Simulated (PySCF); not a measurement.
# Al(NH3)H3 (AlNH₆): fields and orbitals, part 2 of 2

Aim: take Al(NH3)H3 (AlNH₆) and localise its valence orbitals and compute its lowest excited states.

PySCF 2.14.0; Gaussian basis, gas phase. Earlier steps stand in the parts before.

## 4. Excited states (wB97X/aug-cc-pvdz)

Contents of input.py:

```python
import numpy as np
from pyscf import gto, scf, dft, tdscf
from pyscf.scf import atom_ks, atom_hf
from scipy.linalg import block_diag

def solve(mol, dm0=None, hcore=None):
    mf = (dft.UKS if mol.spin else dft.RKS)(mol, xc='wb97x')
    mf.grids.level = 3
    mf = mf.density_fit(auxbasis='def2-universal-jkfit')
    mf.conv_tol, mf.max_cycle = 1e-8, 80
    if hcore is not None:
        mf.get_hcore = lambda *args: hcore
    mf.kernel(dm0)
    if not mf.converged:
        mf = mf.newton().run(mf.mo_coeff, mf.mo_occ, max_cycle=30)
    assert mf.converged, 'SCF not converged'
    return mf

mol = gto.M(atom='''
Al    -0.80655    -0.00001     0.00000
N      1.24633    -0.00018     0.00000
H      1.60557    -0.53951     0.78429
H      1.60529     0.94968     0.07549
H      1.60554    -0.40875    -0.85978
H     -1.01870     0.90492    -1.26582
H     -1.01865     0.64375     1.41661
H     -1.01824    -1.54872    -0.15078
''', basis='aug-cc-pvdz', charge=0, spin=0, verbose=4)
mf = solve(mol)
td = mf.TDA()
td.nstates, td.singlet, td.conv_tol = 5, True, 1e-5
td.kernel()
td.analyze()
x, y = np.array([p[0] for p in td.xy]), np.array([p[1] + 0 * p[0] for p in td.xy])
f, mu = td.oscillator_strength(), td.transition_dipole()
nto = [td.get_nto(state=i + 1, verbose=4) for i in range(len(td.e))]
# spherically averaged free atoms, for the promolecule
atm = atom_ks.get_atm_nrks(mol, xc='wb97x')
pro = block_diag(*[(atm[a[0]][2] * atm[a[0]][3]) @ atm[a[0]][2].T for a in mol._atom])
np.savez('result.npz', e=td.e, f=f, ok=td.converged, w=[n[0] for n in nto], nto=[n[1] for n in nto], x=x, y=y, c=mf.mo_coeff, occ=mf.mo_occ, eps=mf.mo_energy, pro=pro, mu=mu)
```

Run with:

```sh
> OMP_NUM_THREADS=1 python input.py
```

The program printed:

```text
[ENV] PYSCF_TMPDIR <dir>
[ENV] PYSCF_MAX_MEMORY 1375
[INPUT] verbose = 4
[INPUT] num. atoms = 8
[INPUT] num. electrons = 26
[INPUT] charge = 0
[INPUT] spin (= nelec alpha-beta = 2S) = 0
[INPUT] symmetry False subgroup None
[INPUT] Mole.unit = angstrom
[INPUT] Symbol           X                Y                Z      unit          X                Y                Z       unit  Magmom
[INPUT]  1 Al    -0.806550000000  -0.000010000000   0.000000000000 AA   -1.524158605768  -0.000018897261   0.000000000000 Bohr   0.0
[INPUT]  2 N      1.246330000000  -0.000180000000   0.000000000000 AA    2.355222360829  -0.000340150702   0.000000000000 Bohr   0.0
[INPUT]  3 H      1.605570000000  -0.539510000000   0.784290000000 AA    3.034087573818  -1.019526141464   1.482093302235 Bohr   0.0
[INPUT]  4 H      1.605290000000   0.949680000000   0.075490000000 AA    3.033558450503   1.794635105977   0.142655425143 Bohr   0.0
[INPUT]  5 H      1.605540000000  -0.408750000000  -0.859780000000 AA    3.034030882034  -0.772425553416  -1.624748727379 Bohr   0.0
[INPUT]  6 H     -1.018700000000   0.904920000000  -1.265820000000 AA   -1.925064003094   1.710050964641  -2.392053122997 Bohr   0.0
[INPUT]  7 H     -1.018650000000   0.643750000000   1.416610000000 AA   -1.924969516788   1.216511192689   2.677004925320 Bohr   0.0
[INPUT]  8 H     -1.018240000000  -1.548720000000  -0.150780000000 AA   -1.924194729077  -2.926656643636  -0.284932905062 Bohr   0.0

nuclear repulsion = 62.5850070029382
number of shells = 46
number of NR pGTOs = 151
number of NR cGTOs = 104
basis = aug-cc-pvdz
ecp = {}

******** <class 'pyscf.df.df_jk.DFRKS'> ********
method = DFRKS
initial guess = minao
damping factor = 0
level_shift factor = 0
DIIS = <class 'pyscf.scf.diis.CDIIS'>
diis_start_cycle = 1
diis_space = 8
diis_damp = 0
SCF conv_tol = 1e-08
SCF conv_tol_grad = None
SCF max_cycles = 80
direct_scf = False
XC library pyscf.dft.libxc version 7.0.0
    S. Lehtola, C. Steigemann, M. J.T. Oliveira, and M. A.L. Marques.,  SoftwareX 7, 1–5 (2018)
XC functionals = wb97x
    J.-D. Chai and M. Head-Gordon.,  J. Chem. Phys. 128, 084106 (2008)
radial grids:
    Treutler-Ahlrichs [JCP 102, 346 (1995); DOI:10.1063/1.469408] (M4) radial grids

becke partition: Becke, JCP 88, 2547 (1988); DOI:10.1063/1.454033
pruning grids: <function nwchem_prune at 0x74ba4a05f600>
grids dens level: 3
symmetrized grids: False
atomic radii adjust function: <function treutler_atomic_radii_adjust at 0x74ba4a05fba0>
small_rho_cutoff = 0
Set gradient conv threshold to 0.0001
Initial guess from minao.
tot grids = 91936
******** <class 'pyscf.df.df.DF'> ********
auxbasis = def2-universal-jkfit
******** <class 'pyscf.df.df.DF'> ********
auxbasis = auxmol.basis = def2-universal-jkfit
init E= -300.540811506644
  HOMO = -0.342242076133039  LUMO = -0.000809048138673774  gap/eV = 9.29087
cycle= 1 E= -300.756225163607  delta_E= -0.215  |g|= 0.237  |ddm|= 2.32
  HOMO = -0.345396219733929  LUMO = 0.0148418724211115  gap/eV = 9.80258
cycle= 2 E= -300.777112960296  delta_E= -0.0209  |g|= 0.0733  |ddm|= 0.366
  HOMO = -0.364756373995497  LUMO = 0.0189746303409275  gap/eV = 10.44185
cycle= 3 E= -300.778227394228  delta_E= -0.00111  |g|= 0.0374  |ddm|= 0.126
  HOMO = -0.366781199764897  LUMO = 0.0209390577160926  gap/eV = 10.55041
cycle= 4 E= -300.778543165568  delta_E= -0.000316  |g|= 0.00875  |ddm|= 0.0499
  HOMO = -0.366205794008769  LUMO = 0.0208108323924274  gap/eV = 10.53126
cycle= 5 E= -300.778563573435  delta_E= -2.04e-05  |g|= 0.00091  |ddm|= 0.02
  HOMO = -0.366169323853772  LUMO = 0.0207679869384774  gap/eV = 10.52910
cycle= 6 E= -300.778564068898  delta_E= -4.95e-07  |g|= 0.000134  |ddm|= 0.00599
  HOMO = -0.366165658227444  LUMO = 0.0207644693157776  gap/eV = 10.52891
cycle= 7 E= -300.77856408165  delta_E= -1.28e-08  |g|= 2.64e-05  |ddm|= 0.00106
  HOMO = -0.366171393505365  LUMO = 0.0207640507307629  gap/eV = 10.52905
cycle= 8 E= -300.77856408229  delta_E= -6.4e-10  |g|= 5.36e-06  |ddm|= 0.000181
  HOMO = -0.366171088593709  LUMO = 0.0207641148936255  gap/eV = 10.52904
Extra cycle  E= -300.778564082315  delta_E= -2.54e-11  |g|= 1.95e-06  |ddm|= 2.32e-05
converged SCF energy = -300.778564082315

******** <class 'pyscf.tdscf.rks.TDA'> for <class 'pyscf.df.df_jk.DFRKS'> ********
nstates = 5 singlet
deg_eia_thresh = 1.000e-03
wfnsym = None
conv_tol = 1e-05
eigh lindep = 1e-12
eigh level_shift = 0
eigh max_cycle = 100

Excitation energies (eV)
[6.47500062 6.47519461 7.60829836 7.69747253 7.69762321]

** Singlet excitation energies and oscillator strengths **
Excited State   1:      6.47500 eV    191.48 nm  f=0.0265
      12 -> 14        0.19634
      12 -> 21       -0.11487
      13 -> 14       -0.55172
      13 -> 20        0.10687
      13 -> 21        0.32301
Excited State   2:      6.47519 eV    191.48 nm  f=0.0265
      12 -> 14        0.55166
      12 -> 20       -0.10678
      12 -> 21       -0.32302
      13 -> 14        0.19626
      13 -> 21       -0.11498
Excited State   3:      7.60830 eV    162.96 nm  f=0.0000
      12 -> 16        0.32478
      12 -> 18        0.10453
      12 -> 24       -0.34187
      13 -> 15       -0.32609
      13 -> 19       -0.10458
      13 -> 25        0.34207
Excited State   4:      7.69747 eV    161.07 nm  f=0.0822
      12 -> 15        0.13348
      12 -> 17       -0.14900
      12 -> 20        0.13018
      13 -> 16       -0.13413
      13 -> 17       -0.41959
      13 -> 20        0.36713
      13 -> 26       -0.13067
      13 -> 27        0.11633
Excited State   5:      7.69762 eV    161.07 nm  f=0.0823
      12 -> 16        0.13433
      12 -> 17       -0.41946
      12 -> 20        0.36703
      12 -> 26       -0.13085
      12 -> 27        0.11643
      13 -> 15        0.13371
      13 -> 17        0.14909
      13 -> 20       -0.13022

** Transition electric dipole moments (AU) **
state          X           Y           Z        Dip. S.      Osc.
  1        -0.0003      0.4005     -0.0831      0.1673      0.0265
  2         0.0001     -0.0832     -0.4005      0.1673      0.0265
  3         0.0015      0.0004      0.0008      0.0000      0.0000
  4        -0.0001     -0.5856     -0.3053      0.4361      0.0822
  5        -0.0006      0.3054     -0.5857      0.4363      0.0823

** Transition velocity dipole moments (imaginary part, AU) **
state          X           Y           Z        Dip. S.      Osc.
  1        -0.0001      0.0659     -0.0137      0.0045      0.0127
  2         0.0000     -0.0138     -0.0659      0.0045      0.0127
  3         0.0003      0.0001      0.0003      0.0000      0.0000
  4        -0.0000     -0.1842     -0.0958      0.0431      0.1016
  5        -0.0002      0.0958     -0.1842      0.0431      0.1016

** Transition magnetic dipole moments (imaginary part, AU) **
state          X           Y           Z
  1        -0.0002      0.2653      1.2804
  2        -0.0004      1.2801     -0.2654
  3        -1.5026     -0.0002     -0.0006
  4        -0.0023     -0.0632      0.1271
  5        -0.0014     -0.1273     -0.0629
State 1: 6.475 eV  NTO largest component 0.9792673824155789
    occ-NTO: -0.335146 (MO #12) + 0.942111 (MO #13)
    vir-NTO: 0.836957 (MO #14) + -0.489885 (MO #21)
State 2: 6.47519 eV  NTO largest component 0.9792678195495388
    occ-NTO: 0.942074 (MO #12) + 0.335219 (MO #13)
    vir-NTO: 0.836826 (MO #14) + -0.489948 (MO #21)
State 3: 7.6083 eV  NTO largest component 0.5000899568405932
    occ-NTO: 0.985848 (MO #13)
    vir-NTO: -0.624444 (MO #15) + 0.665091 (MO #25)
State 4: 7.69747 eV  NTO largest component 0.8982132098478125
    occ-NTO: 0.333659 (MO #12) + 0.942539 (MO #13)
    vir-NTO: 0.664348 (MO #17) + -0.581198 (MO #20)
State 5: 7.69762 eV  NTO largest component 0.8989595888237929
    occ-NTO: 0.941636 (MO #12) + -0.334851 (MO #13)
    vir-NTO: 0.663631 (MO #17) + -0.580577 (MO #20)
Spherically averaged atomic KS for {'Al', 'N', 'H'}

******** <class 'pyscf.scf.atom_ks.AtomSphAverageRKS'> ********
method = AtomSphAverageRKS
initial guess = vsap
damping factor = 0
level_shift factor = 0
diis_start_cycle = 1
diis_space = 12
SCF conv_tol = 1e-09
SCF conv_tol_grad = None
SCF max_cycles = 50
direct_scf = True
direct_scf_tol = 1e-13
XC library pyscf.dft.libxc version 7.0.0
    S. Lehtola, C. Steigemann, M. J.T. Oliveira, and M. A.L. Marques.,  SoftwareX 7, 1–5 (2018)
XC functionals = wb97x
    J.-D. Chai and M. Head-Gordon.,  J. Chem. Phys. 128, 084106 (2008)
radial grids:
    Treutler-Ahlrichs [JCP 102, 346 (1995); DOI:10.1063/1.469408] (M4) radial grids

becke partition: Becke, JCP 88, 2547 (1988); DOI:10.1063/1.454033
pruning grids: <function nwchem_prune at 0x74ba4a05f600>
grids dens level: 3
symmetrized grids: False
atomic radii adjust function: <function treutler_atomic_radii_adjust at 0x74ba4a05fba0>
User specified grid scheme (100, 434)
small_rho_cutoff = 0
Set gradient conv threshold to 3.16228e-05
tot grids = 24008
init E= -179.672132992672
cycle= 1 E= -179.676814382835  delta_E= -0.00468  |g|=    0  |ddm|= 0.133
cycle= 2 E= -179.676894112514  delta_E= -7.97e-05  |g|=    0  |ddm|= 0.0522
cycle= 3 E= -179.67690077535  delta_E= -6.66e-06  |g|=    0  |ddm|= 0.0074
cycle= 4 E= -179.676901424781  delta_E= -6.49e-07  |g|=    0  |ddm|= 0.00381
cycle= 5 E= -179.67690149418  delta_E= -6.94e-08  |g|=    0  |ddm|= 0.000839
cycle= 6 E= -179.676901501928  delta_E= -7.75e-09  |g|=    0  |ddm|= 0.000343
cycle= 7 E= -179.676901502494  delta_E= -5.65e-10  |g|=    0  |ddm|= 4.95e-05
Extra cycle  E= -179.676901502877  delta_E= -3.83e-10  |g|=    0  |ddm|= 6.47e-05
Atomic HF for atom  Al  converged. SCF energy = -179.676901502877

******** <class 'pyscf.scf.atom_ks.AtomSphAverageRKS'> ********
method = AtomSphAverageRKS
initial guess = vsap
damping factor = 0
level_shift factor = 0
diis_start_cycle = 1
diis_space = 12
SCF conv_tol = 1e-09
SCF conv_tol_grad = None
SCF max_cycles = 50
direct_scf = True
direct_scf_tol = 1e-13
XC library pyscf.dft.libxc version 7.0.0
    S. Lehtola, C. Steigemann, M. J.T. Oliveira, and M. A.L. Marques.,  SoftwareX 7, 1–5 (2018)
XC functionals = wb97x
    J.-D. Chai and M. Head-Gordon.,  J. Chem. Phys. 128, 084106 (2008)
radial grids:
    Treutler-Ahlrichs [JCP 102, 346 (1995); DOI:10.1063/1.469408] (M4) radial grids

becke partition: Becke, JCP 88, 2547 (1988); DOI:10.1063/1.454033
pruning grids: <function nwchem_prune at 0x74ba4a05f600>
grids dens level: 3
symmetrized grids: False
atomic radii adjust function: <function treutler_atomic_radii_adjust at 0x74ba4a05fba0>
User specified grid scheme (100, 434)
small_rho_cutoff = 0
Set gradient conv threshold to 3.16228e-05
tot grids = 24536
init E= 8.38013016215719
cycle= 1 E= 8.36844854356607  delta_E= -0.0117  |g|=    0  |ddm|= 0.282
cycle= 2 E= 8.36490835465622  delta_E= -0.00354  |g|=    0  |ddm|= 0.16
cycle= 3 E= 8.36319665120551  delta_E= -0.00171  |g|=    0  |ddm|= 0.08
cycle= 4 E= 8.36304209087922  delta_E= -0.000155  |g|=    0  |ddm|= 0.0335
cycle= 5 E= 8.36296749866207  delta_E= -7.46e-05  |g|=    0  |ddm|= 0.0167
cycle= 6 E= 8.3629610712647  delta_E= -6.43e-06  |g|=    0  |ddm|= 0.00682
cycle= 7 E= 8.3629579728081  delta_E= -3.1e-06  |g|=    0  |ddm|= 0.0034
cycle= 8 E= 8.36295770765139  delta_E= -2.65e-07  |g|=    0  |ddm|= 0.00138
cycle= 9 E= 8.36295757986748  delta_E= -1.28e-07  |g|=    0  |ddm|= 0.00069
cycle= 10 E= 8.36295756894355  delta_E= -1.09e-08  |g|=    0  |ddm|= 0.00028
cycle= 11 E= 8.3629575636795  delta_E= -5.26e-09  |g|=    0  |ddm|= 0.00014
cycle= 12 E= 8.36295756304979  delta_E= -6.3e-10  |g|=    0  |ddm|= 2.47e-05
Extra cycle  E= 8.36295756300731  delta_E= -4.25e-11  |g|=    0  |ddm|= 1.75e-05
Atomic HF for atom  N  converged. SCF energy = 8.36295756300731

******** <class 'pyscf.scf.atom_ks.AtomSphAverageRKS'> ********
method = AtomSphAverageRKS
initial guess = vsap
damping factor = 0
level_shift factor = 0
diis_start_cycle = 1
diis_space = 12
SCF conv_tol = 1e-09
SCF conv_tol_grad = None
SCF max_cycles = 50
direct_scf = True
direct_scf_tol = 1e-13
XC library pyscf.dft.libxc version 7.0.0
    S. Lehtola, C. Steigemann, M. J.T. Oliveira, and M. A.L. Marques.,  SoftwareX 7, 1–5 (2018)
XC functionals = wb97x
    J.-D. Chai and M. Head-Gordon.,  J. Chem. Phys. 128, 084106 (2008)
radial grids:
    Treutler-Ahlrichs [JCP 102, 346 (1995); DOI:10.1063/1.469408] (M4) radial grids

becke partition: Becke, JCP 88, 2547 (1988); DOI:10.1063/1.454033
pruning grids: <function nwchem_prune at 0x74ba4a05f600>
grids dens level: 3
symmetrized grids: False
atomic radii adjust function: <function treutler_atomic_radii_adjust at 0x74ba4a05fba0>
User specified grid scheme (100, 434)
small_rho_cutoff = 0
Set gradient conv threshold to 3.16228e-05
tot grids = 26240
init E= 62.2083919772593
cycle= 1 E= 62.193598745939  delta_E= -0.0148  |g|=    0  |ddm|= 0.216
cycle= 2 E= 62.1933504252061  delta_E= -0.000248  |g|=    0  |ddm|= 0.0439
cycle= 3 E= 62.1933365586171  delta_E= -1.39e-05  |g|=    0  |ddm|= 0.0107
cycle= 4 E= 62.1933357873528  delta_E= -7.71e-07  |g|=    0  |ddm|= 0.00253
cycle= 5 E= 62.1933357445404  delta_E= -4.28e-08  |g|=    0  |ddm|= 0.000595
cycle= 6 E= 62.1933357421649  delta_E= -2.38e-09  |g|=    0  |ddm|= 0.00014
cycle= 7 E= 62.1933357420776  delta_E= -8.73e-11  |g|=    0  |ddm|= 1.67e-05
Extra cycle  E= 62.1933357420283  delta_E= -4.94e-11  |g|=    0  |ddm|= 2.02e-05
Atomic HF for atom  H  converged. SCF energy = 62.1933357420283
```

Wall time 93 s (1 thread of AMD EPYC 7R43 (Zen 3), shared host); peak memory 0.54 GiB.

The free atoms at the end serve only for the promolecule density; their printed energies are not used.

## 5. Post-processing

TDA singlet states:

```
state  energy (eV)      f  leading pair's weight
   S1         6.47  0.026                   0.98
   S2         6.47  0.026                   0.98
   S3         7.61  0.000                   0.50
   S4         7.70  0.082                   0.90
   S5         7.70  0.082                   0.90
```

## 6. What came out

What follows sums up all 2 parts.

| quantity | value |
| --- | --- |
| localised occupied orbitals above −45 eV (TPSSh/aug-cc-pvdz) | 7 |
| lowest singlet excitation (wB97X/aug-cc-pvdz) | 6.47 eV |

**Reading.** The geometry was not optimised at these levels.
